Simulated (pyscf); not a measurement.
PySCF, gas phase, ωB97X-D3(BJ)/def2-SVP geometries.

Q: For the elementary gas-phase step `[NH2][InH2]` + `[CH3]` [doublet] -> `[NH][InH2]` [doublet] + `[CH4]` (doublet surface; H–N broken, C–H formed), what barrier and reaction energy does ωB97M-D3(BJ)/def2-TZVP give, measured from the separated reactants?

A: ΔE‡ = 71.6 kJ/mol, ΔE = +21.2 kJ/mol. Zero-point energy shifts the barrier by -1.8 kJ/mol. It is a hydrogen abstraction, with an imaginary mode of 1748i cm⁻¹. •HN–InH₂ lies 173.2 kJ/mol over its isomer [H₂N–InH]• (electronic energy, ωB97M-D3(BJ)/def2-TZVP). One saddle was located; it need not be the lowest between these sides. The angle at the transferred H is 167°. Elements past Kr carry the def2 core potentials, without spin-orbit coupling.
